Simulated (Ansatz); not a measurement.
**BH2⁻, singlet in 6-31++G**: errors against full CI**

Geometry: a point of a breathe scan, not a stationary point.

```xyz
3

B     0.0000   -0.2122    0.0000
H     0.0000    1.1380   -1.6668
H     0.0000    1.1380    1.6668
```

Basis 6-31++G** (Cartesian d functions); Ansatz 0.2.0. Correlated methods freeze the noble-gas cores, which leaves 6 electrons in 30 orbitals. Prefix R: restricted or restricted open-shell reference; prefix U: unrestricted. Active spaces: pair = (2e, 2o) about the gap; valence = (6e, 6o) chosen from the atoms' valence shells.

Full CI is exact within this basis and frozen core; it isn't the basis-set limit. The frozen core follows each run's orbitals, which can shift R against U totals by a few meV.

```
UHF ⟨S²⟩                          : 0.522
T1 diagnostic (RCCSD)             : 0.0410
largest doubles amplitude (RCCSD) : 0.095
```

```tsv
level	E − E(RHF) (eV)
RMP2	-2.4580
RCCSD	-3.4325
RCCSD(T)	-3.5887
```

**Question.** Estimate how far full CI in 6-31++G** lies from RCCSD(T). The table doesn't fix it; the size of (T) and the diagnostics are the guide.

**Answer.** Full CI in 6-31++G** lies 0.94 kcal/mol below RCCSD(T), which is 26 % of the (T) step (-3.60 kcal/mol). T1 is raised, RHF is unstable towards spin polarisation, and the rest is a large part of (T).

The other levels:

```json
{"level": "CISD", "E − E(full CI) (kcal/mol)": "9.43", "share of correlation (%)": "88.74", "wall time": "0.63 s"}
{"level": "BCCD(T)", "E − E(full CI) (kcal/mol)": "1.00", "share of correlation (%)": "98.80", "wall time": "0.39 s"}
{"level": "RCCSDT", "E − E(full CI) (kcal/mol)": "-0.02", "share of correlation (%)": "100.03", "wall time": "–"}
{"level": "RCCSDT(Q)", "E − E(full CI) (kcal/mol)": "-0.08", "share of correlation (%)": "100.10", "wall time": "0.99 s"}
{"level": "RCCSDTQ", "E − E(full CI) (kcal/mol)": "-0.04", "share of correlation (%)": "100.05", "wall time": "17 s"}
{"level": "CASSCF (pair space)", "E − E(full CI) (kcal/mol)": "65.91", "share of correlation (%)": "21.25", "wall time": "–"}
{"level": "NEVPT2 (pair space)", "E − E(full CI) (kcal/mol)": "21.44", "share of correlation (%)": "74.39", "wall time": "0.33 s"}
{"level": "MRCISD (pair space)", "E − E(full CI) (kcal/mol)": "5.84", "share of correlation (%)": "93.02", "wall time": "–"}
{"level": "MRCISD+Q (pair space)", "E − E(full CI) (kcal/mol)": "-0.82", "share of correlation (%)": "100.98", "wall time": "0.63 s"}
{"level": "CASSCF (valence space)", "E − E(full CI) (kcal/mol)": "35.19", "share of correlation (%)": "57.95", "wall time": "–"}
{"level": "NEVPT2 (valence space)", "E − E(full CI) (kcal/mol)": "9.60", "share of correlation (%)": "88.53", "wall time": "0.3 s"}
{"level": "NEVPT4(SD) (valence space)", "E − E(full CI) (kcal/mol)": "1.99", "share of correlation (%)": "97.62", "wall time": "0.6 s"}
{"level": "MRCISD (valence space)", "E − E(full CI) (kcal/mol)": "1.68", "share of correlation (%)": "97.99", "wall time": "–"}
{"level": "MRCISD+Q (valence space)", "E − E(full CI) (kcal/mol)": "0.24", "share of correlation (%)": "99.71", "wall time": "0.66 s"}
```

The correlation energy at full CI, counted from RHF, is -3.629 eV. That run took 23 s on 1 thread of Arm Neoverse V1, shared host over 4,171,528 determinants.

Run but not shown, since their state or frozen core can't be matched to the reference's or they repeat it: UHF, UMP2, UCCSD, UCCSD(T), UCCSDT, UCCSDT(Q).

Times hold each run's SCF and search for its determinant on a shared host, so for small cases they say little of a method's own cost; they ran on 1 thread of Arm Neoverse V1.

Not variational, and here over 5 meV under the exact energy: MRCISD+Q (pair space).

The full-CI state has the irrep A1 of C2v, in the program's axes.

Natural occupations of full CI about the gap: 1.920 1.882 1.847 0.115 0.112 0.058 0.022 0.014 0.010 0.004; effectively unpaired electrons, Σ n²(2−n)², 0.26.
